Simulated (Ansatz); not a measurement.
Geometry optimisation, UKS B3LYP/6-31G* (Ansatz).

The input (input.yaml):

```yaml
crystal:
  periodic: [false, false, false]
  atoms:
    - { symbol: Si, position_ang: [0.000292, 0.0, -0.074435] }
    - { symbol: H, position_ang: [0.000141, 0.0, 1.399262] }
    - { symbol: H, position_ang: [1.406489, 0.0, -0.550446] }
    - { symbol: H, position_ang: [-0.702735, 1.217759, -0.550667] }
    - { symbol: H, position_ang: [-0.702735, -1.217759, -0.550667] }
    - { symbol: F, position_ang: [-5.2e-05, 0.0, 3.508354] }
magnetization:
  spin_polarized: true
  initial_magnetization: 1
basis:
  gaussian: { orbitals: "6-31G*" }
hamiltonian:
  xc: b3lyp
relax:
  f_tol: 0.03
  max_steps: 50
```

Command:

```bash
$ ansatz run input.yaml --threads 1 --pin off --max-ram 2048MiB --backend cpu --events-out ev --progress --plain --runs-dir out
```

Where does it end, and by what steps?

The run converged. After 17 steps the energy has fallen by 1.382 eV; H2 moved furthest, 0.93 Å. Parted: Si1–H2 (1.47 → 2.61 Å). Joined: H2–F6 (2.11 → 0.94 Å).

```tsv
step	energy less start (eV)	largest force component (eV/Å)	accepted
0	0.0000	0.729	yes
1	-0.0507	0.579	yes
2	-0.1270	0.687	yes
3	-0.1104	1.240	no
4	-0.1559	0.585	yes
5	-0.2449	0.751	yes
6	-0.4179	1.069	yes
7	-0.7829	2.224	yes
8	-1.0386	1.954	yes
9	-0.4412	12.885	no
10	-1.1864	1.759	yes
11	-1.2860	0.411	yes
12	-1.3493	0.421	yes
13	-1.3764	0.056	yes
14	-1.3809	0.153	yes
15	-1.3816	0.041	yes
16	-1.3818	0.032	yes
17	-1.3818	0.001	yes
```

```xyz
6
Properties=species:S:1:pos:R:3
Si 0.000 0.000 -0.286
H 0.000 0.000 2.329
H 1.424 0.000 -0.710
H -0.712 1.233 -0.710
H -0.712 -1.233 -0.710
F 0.000 0.000 3.270
```

Whether the end is a true minimum wasn't checked by a vibrational analysis.

Time of the run: 30 s on 1 thread of Arm Neoverse V2 (shared host), peak memory 0.11 GiB.
